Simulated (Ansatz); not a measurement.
C3H3FO can be A, `C#COCF`, or B, `C=C=C(O)F`.

Isolated molecules relaxed with PBE0-D4/def2-TZVP in Ansatz; ΔE leaves out vibrations. CBS: MP2 limit from def2 TZ/QZ plus the TZ coupled-cluster correction, frozen cores. DFT in def2-TZVPP. Each species was taken in one conformer, which may not be the lowest.

Q: Which is lower in electronic energy at CCSD(T)/CBS, and by how much? (Best estimate.)

A: The calculation gave: B, by 67.4 kJ/mol.

Q: Give E(B) − E(A) in kJ/mol with CCSD(T)/def2-TZVPP, ωB97M-V, HF/def2-TZVPP, r2SCAN-D4, BLYP-D4, B2PLYP, CCSD/def2-TZVPP. (An estimate is asked.)

A: Ansatz gave: CCSD(T)/def2-TZVPP -66.6, ωB97M-V -72.8, HF/def2-TZVPP -49.4, r2SCAN-D4 -85.6, BLYP-D4 -82.0, B2PLYP -67.1, CCSD/def2-TZVPP -63.5. None reverses the order clearly.

Q: Does the order hold for the free energy at 298.15 K (harmonic terms from PBE0-D4)? (Best estimate.)

A: Computed: Yes: G(B) − G(A) = -66.5 kJ/mol, for one conformer each. Modes under 60 cm⁻¹, often nearly free rotors, make the harmonic entropy too high.

Largest T1 diagnostic: 0.013.

In def2-TZVPP, CCSD(T) changes the Hartree–Fock value by −17.1 kJ/mol (the triples alone add −3.0 kJ/mol) and MP2 by −7.9 kJ/mol. From r2SCAN to r2SCAN0 (25 % exact exchange), in def2-TZVPP and without D4, E(B) − E(A) moves by +6.0 kJ/mol.
